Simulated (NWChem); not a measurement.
# One shape, several levels: C6H6 (SMILES C=C1C=CC=C1)

Aim: a comparison of 5 runs (BHLYP/def2-SVP, B3LYP/def2-SVP, M06-2X/def2-SVP, M06-L/def2-SVP, PBE0/def2-SVP) of C6H6. 

The calculation is run with NWChem 7.3.0.

### Step 1. Starting point

C6H6: 12 atoms, total charge 0, spin state singlet. SMILES: `C=C1C=CC=C1`. The shape is that of a PBE0-D4/def2-TZVP optimisation.

Bond lengths: C1–C2 1.336 Å, C2–C3 1.465 Å, C3–C4 1.346 Å, C4–C5 1.466 Å, C2–C6 1.465 Å, C5–C6 1.346 Å, C1–H7 1.084 Å, C1–H8 1.084 Å, C3–H9 1.081 Å, C4–H10 1.082 Å, C5–H11 1.082 Å, C6–H12 1.081 Å. Some angles: C1–C2–C3 126.8°, C1–C2–C6 126.8°, C3–C2–C6 106.3°, C2–C3–C4 107.8°, C3–C4–C5 109.0°, C4–C5–C6 109.0°, C2–C6–C5 107.8°, C2–C1–H7 121.3°, C2–C1–H8 121.3°, C2–C3–H9 124.6°.

### Step 2. Energy and forces at BHLYP/def2-SVP (run 1)

geom.nw reads:

```
echo
start geom
title "C6H6"
memory total 2200 mb

geometry noautosym nocenter noautoz
  C       -0.818100      -1.597600       0.906600
  C       -0.269900      -0.537800       0.305500
  C        0.652900       0.430400       0.902600
  C        0.964800       1.337500      -0.041700
  C        0.261500       0.997400      -1.282700
  C       -0.471600      -0.113400      -1.081700
  H       -1.493400      -2.259800       0.376500
  H       -0.605400      -1.830200       1.944100
  H        1.002400       0.394600       1.924400
  H        1.624900       2.186300       0.076600
  H        0.333200       1.561600      -2.202900
  H       -1.104400      -0.624200      -1.793300
end

basis spherical bse
  C library def2-SVP
  H library def2-SVP
end

dft
  xc bhlyp
  grid fine
  convergence energy 1e-08
  maxiter 100
  mulliken
  print low
end

task dft gradient
```

Started as:

```bash
$ nwchem geom.nw > geom.out
```

Output:

```text
[...]
 d= 0,ls=0.0,diis     1   -231.8197196637 -4.33D+02  6.09D-03  3.33D-01     3.7
[...]
 d= 0,ls=0.0,diis     8   -231.8745152469 -8.54D-09  6.24D-06  8.36D-07    24.9
         Total DFT energy =     -231.874515246905
      One electron energy =     -710.039889368551
           Coulomb energy =      311.091172250940
    Exchange-Corr. energy =      -34.589359611028
 Nuclear repulsion energy =      201.663561481734
[...]
      Total Density - Mulliken Population Analysis
     ---------------------------------------------
    Atom       Charge   Shell Charges
 -----------   ------   -------------------------------------------------------
    1 C    6     6.01   1.99  0.91  0.23  2.03  0.82  0.03
    2 C    6     6.06   1.99  0.93  0.18  2.08  0.83  0.05
    3 C    6     6.00   1.99  0.90  0.28  2.08  0.70  0.04
    4 C    6     6.01   1.99  0.91  0.28  2.06  0.73  0.04
    5 C    6     6.01   1.99  0.91  0.28  2.06  0.73  0.04
    6 C    6     6.00   1.99  0.90  0.28  2.08  0.70  0.04
    7 H    1     0.96   0.75  0.19  0.02
    8 H    1     0.96   0.75  0.19  0.02
    9 H    1     1.00   0.76  0.22  0.02
   10 H    1     1.00   0.76  0.21  0.02
[...]
                         DFT ENERGY GRADIENTS
    atom               coordinates                        gradient
                 x          y          z           x          y          z
   1 C      -1.545985  -3.019026   1.713226   -0.000662  -0.001237   0.000658
   2 C      -0.510037  -1.016295   0.577311    0.002169   0.004283  -0.002487
   3 C       1.233802   0.813338   1.705667   -0.001741  -0.003137   0.001416
   4 C       1.823208   2.527509  -0.078802   -0.000132   0.001165  -0.002683
   5 C       0.494163   1.884813  -2.423952    0.001801   0.002079   0.000808
   6 C      -0.891195  -0.214295  -2.044117   -0.001307  -0.002909   0.002167
   7 H      -2.822117  -4.270403   0.711482    0.000509   0.000491   0.000371
   8 H      -1.144040  -3.458577   3.673816   -0.000135   0.000164  -0.000696
   9 H       1.894261   0.745686   3.636589   -0.000431  -0.000130  -0.000898
  10 H       3.070616   4.131508   0.144753   -0.000549  -0.000670  -0.000162
  11 H       0.629657   2.950996  -4.162877   -0.000004  -0.000401   0.000768
[...]
```

Run time: 32 s. Hardware: 1 thread of Intel Xeon Platinum 8488C (Sapphire Rapids), shared host; peak memory 0.12 GiB.

### Step 3. Energy and gradient at B3LYP/def2-SVP (run 2)

mol.nw reads:

```
start mol
memory 2200 mb

geometry units angstrom noautosym nocenter noautoz
 C     -0.818100    -1.597600     0.906600
 C     -0.269900    -0.537800     0.305500
 C      0.652900     0.430400     0.902600
 C      0.964800     1.337500    -0.041700
 C      0.261500     0.997400    -1.282700
 C     -0.471600    -0.113400    -1.081700
 H     -1.493400    -2.259800     0.376500
 H     -0.605400    -1.830200     1.944100
 H      1.002400     0.394600     1.924400
 H      1.624900     2.186300     0.076600
 H      0.333200     1.561600    -2.202900
 H     -1.104400    -0.624200    -1.793300
end

basis spherical bse
 * library def2-SVP
end

dft
 xc b3lyp
 grid fine
 convergence energy 1e-08
 maxiter 100
 mulliken
end

task dft gradient
```

Started as:

```bash
$ nwchem mol.nw > mol.out
```

Output (excerpt; [...] marks lines left out):

```text
[...]
          Wavefunction type:  closed shell.
          No. of atoms     :    12
          No. of electrons :    42
[...]
          Charge           :     0
          Spin multiplicity:     1
[...]
          AO basis - number of functions:   114
[...]
              XC Information
              --------------
                         B3LYP Method XC Potential
                     Hartree-Fock (Exact) Exchange  0.200
                        Slater Exchange Functional  0.800 local
                    Becke 1988 Exchange Functional  0.720 non-local
              Lee-Yang-Parr Correlation Functional  0.810
                  VWN I RPA Correlation Functional  0.190 local
[...]
 d= 0,ls=0.0,diis     1   -231.9706089387 -4.34D+02  8.86D-03  4.21D-01     3.1
[...]
 d= 0,ls=0.0,diis    11   -232.0253526050 -6.46D-10  2.67D-07  1.34D-09    30.3
         Total DFT energy =     -232.025352605006
      One electron energy =     -710.234002456683
           Coulomb energy =      311.285940678439
    Exchange-Corr. energy =      -34.740852308496
 Nuclear repulsion energy =      201.663561481734
[...]
      Total Density - Mulliken Population Analysis
     ---------------------------------------------
[...]
  wavefunction    = closed shell
                         DFT ENERGY GRADIENTS
    atom               coordinates                        gradient
                 x          y          z           x          y          z
   1 C      -1.545985  -3.019026   1.713226    0.002750   0.005354  -0.003082
   2 C      -0.510037  -1.016295   0.577311   -0.001131  -0.002104   0.001138
   3 C       1.233802   0.813338   1.705667   -0.000029   0.002779  -0.005620
   4 C       1.823208   2.527509  -0.078802   -0.002617  -0.005456   0.003643
   5 C       0.494163   1.884813  -2.423952   -0.003201  -0.005760   0.002691
   6 C      -0.891195  -0.214295  -2.044117    0.004009   0.004752   0.001491
   7 H      -2.822117  -4.270403   0.711482    0.004239   0.004273   0.003059
   8 H      -1.144040  -3.458577   3.673816   -0.001141   0.001654  -0.006372
   9 H       1.894261   0.745686   3.636589   -0.002197   0.000225  -0.006406
  10 H       3.070616   4.131508   0.144753   -0.004122  -0.005328  -0.000674
  11 H       0.629657   2.950996  -4.162877   -0.000482  -0.003563   0.005718
[...]
```

Run time: 37 s. Hardware: 1 thread of Intel Xeon Platinum 8488C (Sapphire Rapids), shared host; peak memory 0.12 GiB.

Run 3 isn't shown in full; the table further down has it.

### Step 4. Energy and gradient at M06-L/def2-SVP (run 4)

run.py reads:

```python
from ase import Atoms
from ase.calculators.nwchem import NWChem

molecule = Atoms(['C', 'C', 'C', 'C', 'C', 'C', 'H', 'H', 'H', 'H', 'H', 'H'], positions=[
    [-0.818100, -1.597600, 0.906600],
    [-0.269900, -0.537800, 0.305500],
    [0.652900, 0.430400, 0.902600],
    [0.964800, 1.337500, -0.041700],
    [0.261500, 0.997400, -1.282700],
    [-0.471600, -0.113400, -1.081700],
    [-1.493400, -2.259800, 0.376500],
    [-0.605400, -1.830200, 1.944100],
    [1.002400, 0.394600, 1.924400],
    [1.624900, 2.186300, 0.076600],
    [0.333200, 1.561600, -2.202900],
    [-1.104400, -0.624200, -1.793300],
])

calc = NWChem(
    label='input',
    theory='dft',
    memory='2200 mb',
    basis='def2-SVP',
    basispar='spherical bse',
    dft={'xc': 'm06-l', 'mult': '1', 'grid': 'fine', 'convergence': 'energy 1e-08', 'iterations': '100', 'mulliken': None},
)
molecule.calc = calc

forces = molecule.get_forces()
print("Total energy (eV):", round(molecule.get_potential_energy(), 6))
print("forces (eV/A):")
for s, f in zip(molecule.symbols, forces):
    print(f"{s:2s} {f[0]:10.5f} {f[1]:10.5f} {f[2]:10.5f}")
print("dipole (e A):", molecule.get_dipole_moment().round(4))
```

Started as:

```bash
$ export ASE_NWCHEM_COMMAND="nwchem PREFIX.nwi > PREFIX.nwo"
$ python run.py
```

Output:

```text
Total energy (eV): -6312.737069
forces (eV/A):
C    -0.12722   -0.24785    0.14290
C     0.21073    0.40299   -0.22574
C    -0.15756   -0.28205    0.13128
C    -0.03327    0.14614   -0.37836
C     0.25891    0.28863    0.13318
C    -0.13308   -0.27125    0.17525
H    -0.19258   -0.20281   -0.12161
H     0.03970   -0.08958    0.28493
H     0.10012   -0.01507    0.30144
H     0.19504    0.25315    0.02988
H     0.02422    0.17026   -0.27007
H    -0.18517   -0.15252   -0.20317
dipole (e A): [-0.0543 -0.105   0.0595]
```

The calculator wrote input.nwi:

```
title "input"

permanent_dir input

scratch_dir input

start input

geometry units angstrom nocenter noautosym noautoz
  C  -8.1810000000000005e-01 -1.5975999999999999e+00 9.0659999999999996e-01
  C  -2.6989999999999997e-01 -5.3779999999999994e-01 3.0549999999999999e-01
  C  6.5290000000000004e-01 4.3040000000000000e-01 9.0259999999999996e-01
  C  9.6479999999999999e-01 1.3374999999999999e+00 -4.1700000000000001e-02
  C  2.6150000000000001e-01 9.9739999999999995e-01 -1.2827000000000000e+00
  C  -4.7160000000000002e-01 -1.1340000000000000e-01 -1.0817000000000001e+00
  H  -1.4934000000000001e+00 -2.2597999999999998e+00 3.7650000000000000e-01
  H  -6.0540000000000005e-01 -1.8302000000000000e+00 1.9440999999999999e+00
  H  1.0024000000000000e+00 3.9460000000000001e-01 1.9244000000000001e+00
  H  1.6249000000000000e+00 2.1863000000000001e+00 7.6600000000000001e-02
  H  3.3320000000000000e-01 1.5616000000000001e+00 -2.2029000000000001e+00
  H  -1.1044000000000000e+00 -6.2419999999999998e-01 -1.7932999999999999e+00
end

memory 2200 mb

basis spherical bse noprint
   * library def2-SVP
end

dft
  xc m06-l
  mult 1
  grid fine
  convergence energy 1e-08
  iterations 100
  mulliken
end

task dft gradient
```

input.nwo (excerpt; [...] marks lines left out):

```text
[...]
         Total DFT energy =     -231.988810245509
[...]
  wavefunction    = closed shell
                         DFT ENERGY GRADIENTS
    atom               coordinates                        gradient
                 x          y          z           x          y          z
   1 C      -1.545985  -3.019026   1.713226    0.002474   0.004820  -0.002779
   2 C      -0.510037  -1.016295   0.577311   -0.004098  -0.007837   0.004390
   3 C       1.233802   0.813338   1.705667    0.003064   0.005485  -0.002553
[... 8 lines of this table left out ...]
  12 H      -2.087013  -1.179567  -3.388846    0.003601   0.002966   0.003951
[...]
```

It took 54 s on 1 thread of Intel Xeon Platinum 8488C (Sapphire Rapids), shared host; peak memory 0.12 GiB.

### Step 5. Energy and gradient at PBE0/def2-SVP (run 5)

c6h6.nw reads:

```
start c6h6
title "C6H6 PBE0"
memory total 2200 mb

geometry units angstrom noautosym nocenter noautoz
   C     -0.818100    -1.597600     0.906600
   C     -0.269900    -0.537800     0.305500
   C      0.652900     0.430400     0.902600
   C      0.964800     1.337500    -0.041700
   C      0.261500     0.997400    -1.282700
   C     -0.471600    -0.113400    -1.081700
   H     -1.493400    -2.259800     0.376500
   H     -0.605400    -1.830200     1.944100
   H      1.002400     0.394600     1.924400
   H      1.624900     2.186300     0.076600
   H      0.333200     1.561600    -2.202900
   H     -1.104400    -0.624200    -1.793300
end

basis spherical bse
   C library def2-SVP
   H library def2-SVP
end

dft
   xc pbe0
   grid fine
   convergence energy 1e-08
   iterations 100
   mulliken
end

task dft gradient
```

Started as:

```bash
$ nwchem c6h6.nw > c6h6.out
```

Output (excerpt; [...] marks lines left out):

```text
[...]
          Wavefunction type:  closed shell.
          No. of atoms     :    12
          No. of electrons :    42
[...]
          Charge           :     0
          Spin multiplicity:     1
[...]
          AO basis - number of functions:   114
[...]
              XC Information
              --------------
                         PBE0 Method XC Functional
                     Hartree-Fock (Exact) Exchange  0.250
          PerdewBurkeErnzerhof Exchange Functional  0.750
            Perdew 1991 LDA Correlation Functional  1.000 local
           PerdewBurkeErnz. Correlation Functional  1.000 non-local
[...]
 d= 0,ls=0.0,diis     1   -231.6968589489 -4.33D+02  6.40D-03  3.45D-01     3.1
[...]
 d= 0,ls=0.0,diis    10   -231.7425717603 -7.90D-09  4.95D-07  3.04D-09    27.3
         Total DFT energy =     -231.742571760267
      One electron energy =     -710.157574306743
           Coulomb energy =      311.192660372510
    Exchange-Corr. energy =      -34.441219307768
 Nuclear repulsion energy =      201.663561481734
[...]
      Total Density - Mulliken Population Analysis
     ---------------------------------------------
[...]
  wavefunction    = closed shell
                         DFT ENERGY GRADIENTS
    atom               coordinates                        gradient
                 x          y          z           x          y          z
   1 C      -1.545985  -3.019026   1.713226    0.001603   0.003139  -0.001827
   2 C      -0.510037  -1.016295   0.577311   -0.002204  -0.004175   0.002312
   3 C       1.233802   0.813338   1.705667    0.001596   0.003133  -0.001897
   4 C       1.823208   2.527509  -0.078802    0.000361  -0.001802   0.004525
   5 C       0.494163   1.884813  -2.423952   -0.003122  -0.003509  -0.001542
   6 C      -0.891195  -0.214295  -2.044117    0.001788   0.003246  -0.001575
   7 H      -2.822117  -4.270403   0.711482    0.004146   0.004053   0.003241
   8 H      -1.144040  -3.458577   3.673816   -0.001290   0.001406  -0.006288
   9 H       1.894261   0.745686   3.636589   -0.002238   0.000171  -0.006411
  10 H       3.070616   4.131508   0.144753   -0.004126  -0.005296  -0.000750
  11 H       0.629657   2.950996  -4.162877   -0.000430  -0.003503   0.005741
[...]
```

Run time: 34 s. Hardware: 1 thread of Intel Xeon Platinum 8488C (Sapphire Rapids), shared host; peak memory 0.12 GiB.

### Step 6. All runs side by side

| run | level | energy (Eh) | largest force (eV/Å) | wall time |
| --- | --- | --- | --- | --- |
| 1 | BHLYP/def2-SVP | -231.874515 | 0.278 | 32 s |
| 2 | B3LYP/def2-SVP | -232.025353 | 0.366 | 37 s |
| 3 | M06-2X/def2-SVP | -231.909100 | 0.297 | 45 s |
| 4 | M06-L/def2-SVP | -231.988810 | 0.508 | 54 s |
| 5 | PBE0/def2-SVP | -231.742572 | 0.349 | 34 s |

### Step 7. What came out

| quantity | value |
| --- | --- |
| run 5: total energy | -231.74257 Eh |
| run 5: dipole moment | 0.66 D |
| run 5: HOMO energy | -6.34 eV |
| run 5: LUMO energy | -1.82 eV |
| run 5: HOMO–LUMO gap | 4.51 eV |
| run 5: largest force on an atom | 0.349 eV/Å |

What this shows: Over runs 2, 3, 4, 5 the dipole moment (its size) runs from 0.62 D (B3LYP/def2-SVP) to 0.66 D (PBE0/def2-SVP). Over runs 2, 3, 4, 5 the HOMO–LUMO gap runs from 2.85 eV (M06-L/def2-SVP) to 6.51 eV (M06-2X/def2-SVP). Totals of different functionals can't be ranked against each other. All runs together took 3.4 min, the longest 54 s.
